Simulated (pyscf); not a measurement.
PySCF, gas phase, ωB97X-D3(BJ)/def2-SVP geometries.

Q: What is the homolytic dissociation enthalpy (298 K, ωB97M-D3(BJ)/def2-TZVP) of the F–Mo bond of O=Mo(OH)(OH)(F)–Cl, to [O=Mo(OH)(OH)–Cl]• + F•?

A: F–Mo to [O=Mo(OH)(OH)–Cl]• + F•: 90.4 kcal/mol. The 7 functionals that were run give +87.3 (M06-2X) to +107.2 kcal/mol (PBE). The radicals are drawn with the spin at the cut bond; how far it spreads was not checked. Other isomers of [O=Mo(OH)(OH)–Cl]• were not searched in full and may lie lower. Left out: the spin-orbit lowering of F. Open-shell species with a d-block atom are single-reference here; other states, and whether the spin sits on metal or ligand, were not checked. Elements past Kr carry the def2 core potentials, without spin-orbit coupling.
